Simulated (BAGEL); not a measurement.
# HF/3-21G (density fitting with qzvpp-jkfit) run of SiH3F (SMILES [H][Si]([H])([H])F)

Aim: the energy change on altering one bond length of SiH3F at HF/3-21G (density fitting with qzvpp-jkfit), from 2 runs. 

The results are computed with BAGEL 1.2.2.

1 further run of the same task is left out (it didn't finish).

**1. The molecule**

The species is SiH3F (5 atoms), meant as a singlet with charge 0. SMILES: `[H][Si]([H])([H])F`. Geometry: relaxed at GFN2-xTB.

Bond lengths: Si1–F2 1.606 Å, Si1–H3 1.454 Å, Si1–H4 1.454 Å, Si1–H5 1.454 Å. Angles: F2–Si1–H3 105.1°, F2–Si1–H4 105.2°, F2–Si1–H5 105.1°, H3–Si1–H4 113.4°, H3–Si1–H5 113.5°, H4–Si1–H5 113.4°.

**2. A single-point energy at HF/3-21G (density fitting with qzvpp-jkfit)**

Input file input.json:

```json
{ "bagel" : [

{
  "title" : "molecule",
  "basis" : "3-21g",
  "df_basis" : "qzvpp-jkfit",
  "angstrom" : true,
  "geometry" : [
    { "atom" : "Si", "xyz" : [      -0.000700,       0.001210,      -0.093590 ] },
    { "atom" : "F", "xyz" : [       0.010860,      -0.019140,       1.511980 ] },
    { "atom" : "H", "xyz" : [       1.400270,       0.011030,      -0.482220 ] },
    { "atom" : "H", "xyz" : [      -0.709280,       1.218920,      -0.453380 ] },
    { "atom" : "H", "xyz" : [      -0.701150,      -1.212020,      -0.482790 ] }
  ]
},

{ "title" : "hf" },

{ "title" : "print", "file" : "orbitals.molden", "orbitals" : true }

]}
```

Command:

```sh
BAGEL_NUM_THREADS=1 BAGEL input.json > input.out
```

Output:

```text
* using 1 threads per process

  ===============================================================
  ===============================================================

  *** Geometry ***

  { "atom" : "Si", "xyz" : [     -0.001323,      0.002287,     -0.176859 ] },
  { "atom" : "F", "xyz" : [      0.020522,     -0.036169,      2.857228 ] },
  { "atom" : "H", "xyz" : [      2.646127,      0.020844,     -0.911264 ] },
  { "atom" : "H", "xyz" : [     -1.340345,      2.303425,     -0.856764 ] },
  { "atom" : "H", "xyz" : [     -1.324981,     -2.290386,     -0.912341 ] },

  Number of auxiliary basis functions:      259

  Since a DF basis is specified, we compute 2- and 3-index integrals:
    o Being stored without compression. Storage requirement is 0.002 GB

  Number of basis functions:       28
  Number of electrons      :       26

    * METHOD: MOLECULE                             0.11

  *** RHF ***

  === Nuclear Repulsion ===
    63.3395690178

      * DIIS with orbital gradients will be used.

  === RHF iteration (3-21g) ===
      0       -387.98540797          0.03427178           0.01
      1       -388.04738908          0.01996735           0.01
      2       -388.06934266          0.00132700           0.01
      3       -388.06959531          0.00016089           0.01
      4       -388.06960011          0.00004874           0.01
      5       -388.06960053          0.00000835           0.01
      6       -388.06960054          0.00000096           0.01
      7       -388.06960054          0.00000025           0.01
      8       -388.06960054          0.00000008           0.01
      9       -388.06960054          0.00000001           0.01
     10       -388.06960054          0.00000000           0.01
    * SCF iteration converged.

    * Permanent dipole moment:
           (    0.006589,    -0.011509,     0.897102) a.u.

    * METHOD: HF                                   0.24

    * METHOD: PRINT                                0.00

  ===============================================================
```

Wall time 1 s (1 thread of Intel Xeon at 2.50GHz (Skylake/Cascade Lake), shared host).

**3. The distorted shape at the same level**

Input file hf.json:

```json
{ "bagel" : [

{
  "title" : "molecule",
  "basis" : "3-21g",
  "df_basis" : "qzvpp-jkfit",
  "angstrom" : true,
  "geometry" : [
    { "atom" : "Si", "xyz" : [      -1.681868,      -0.010574,       0.372767 ] },
    { "atom" : "F", "xyz" : [      -1.670308,      -0.030924,       1.978337 ] },
    { "atom" : "H", "xyz" : [       1.400270,       0.011030,      -0.482220 ] },
    { "atom" : "H", "xyz" : [      -2.390448,       1.207136,       0.012977 ] },
    { "atom" : "H", "xyz" : [      -2.382318,      -1.223804,      -0.016433 ] }
  ]
},

{
  "title" : "hf",
  "charge" : 0
},

{
  "title" : "print",
  "file" : "orbitals.molden",
  "orbitals" : true
}

]}
```

Command:

```sh
BAGEL_NUM_THREADS=1 BAGEL hf.json > hf.out
```

Output:

```text
* using 1 threads per process

  ===============================================================
  ===============================================================

  *** Geometry ***

  { "atom" : "Si", "xyz" : [     -3.178270,     -0.019982,      0.704428 ] },
  { "atom" : "F", "xyz" : [     -3.156425,     -0.058438,      3.738515 ] },
  { "atom" : "H", "xyz" : [      2.646127,      0.020844,     -0.911264 ] },
  { "atom" : "H", "xyz" : [     -4.517292,      2.281156,      0.024523 ] },
  { "atom" : "H", "xyz" : [     -4.501929,     -2.312654,     -0.031054 ] },

  Number of auxiliary basis functions:      259

  Since a DF basis is specified, we compute 2- and 3-index integrals:
    o Being stored without compression. Storage requirement is 0.002 GB

  Number of basis functions:       28
  Number of electrons      :       26

    * METHOD: MOLECULE                             0.11

  *** RHF ***

  === Nuclear Repulsion ===
    59.6399837700

      * DIIS with orbital gradients will be used.

  === RHF iteration (3-21g) ===
      0       -387.74515533          0.03742298           0.01
      1       -387.83670286          0.02240734           0.01
      2       -387.87180180          0.00147860           0.01
      3       -387.87219396          0.00040762           0.01
      4       -387.87222262          0.00014926           0.01
      5       -387.87222681          0.00003197           0.01
      6       -387.87222702          0.00000560           0.01
      7       -387.87222702          0.00000153           0.01
      8       -387.87222702          0.00000046           0.01
      9       -387.87222702          0.00000007           0.01
     10       -387.87222702          0.00000002           0.01
     11       -387.87222702          0.00000001           0.01
    * SCF iteration converged.

    * Permanent dipole moment:
           (    0.786514,    -0.005215,     0.606062) a.u.

    * METHOD: HF                                   0.31

    * METHOD: PRINT                                0.00

  ===============================================================
```

Run time: 0.97 s. Hardware: 1 thread of Intel Xeon at 2.50GHz (Skylake/Cascade Lake), shared host.

**4. Results**

Level: HF/3-21G (density fitting with qzvpp-jkfit).

```
                                                          quantity          value
                                         first shape: total energy  -388.06960 Eh
                                        first shape: dipole moment         2.28 D
                                          first shape: HOMO energy      -13.38 eV
                                          first shape: LUMO energy        3.82 eV
                                        first shape: HOMO–LUMO gap       17.20 eV
                                     distorted shape: total energy  -387.87223 Eh
                                    distorted shape: dipole moment         2.52 D
                                      distorted shape: HOMO energy       -8.28 eV
                                      distorted shape: LUMO energy       -0.93 eV
                                    distorted shape: HOMO–LUMO gap        7.35 eV
energy change with the Si1–H3 bond stretched from 1.454 to 3.199 Å       5.371 eV
```

What this shows: One bond (distorted shape) is far stretched, which a spin-restricted single reference describes badly; a broken-symmetry solution may lie lower. With the Si1–H3 bond stretched from 1.454 to 3.199 Å the energy rises by 5.37 eV (124 kcal/mol). The first shape isn't relaxed at this level, so the change isn't measured from a minimum. A restricted reference can't describe the breaking bond well at this length.
